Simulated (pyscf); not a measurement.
Optimised with ωB97X-D3(BJ)/def2-SVP in PySCF.

SMILES: CC(=O)CCO
```xyz
14

C      0.9541    -1.4721     0.9638
C     -0.2352    -0.6931     0.4487
O     -1.0732    -0.2423     1.2039
C     -0.3370    -0.4994    -1.0541
C     -1.3488     0.5783    -1.4439
O     -2.6541     0.2454    -1.0526
H      1.8616    -0.8546     0.8578
H      1.1107    -2.3861     0.3699
H      0.8079    -1.7218     2.0229
H     -0.6467    -1.4699    -1.4831
H      0.6654    -0.2838    -1.4629
H     -1.3516     0.6965    -2.5394
H     -1.0245     1.5480    -1.0142
H     -2.6240     0.1842    -0.0868
```

What is the homolytic dissociation enthalpy (298 K, ωB97M-D3(BJ)/def2-TZVP) of the C–C bond of `[CH3][C](=[O])[CH2][CH2][OH]`, to H₃C–C•=O + •H₂C–CH₂–OH?

C–C to H₃C–C•=O + •H₂C–CH₂–OH: 358.2 kJ/mol. The 7 functionals that were run give +328.6 (r²SCAN) to +361.8 kJ/mol (M06-2X). The radicals are drawn with the spin at the cut bond; how far it spreads was not checked. H₃C–C(=O)–CH₂–CH₂–OH lies 58.5 kJ/mol over its isomer H₃C–CH(CH₃)–C(=O)–OH, and others may lie lower still (electronic energy, ωB97M-D3(BJ)). •H₂C–CH₂–OH lies 33.6 kJ/mol over its isomer H₃C–CH•–OH, and others may lie lower still (electronic energy, ωB97M-D3(BJ)). Other isomers of H₃C–C•=O were not searched in full and may lie lower.
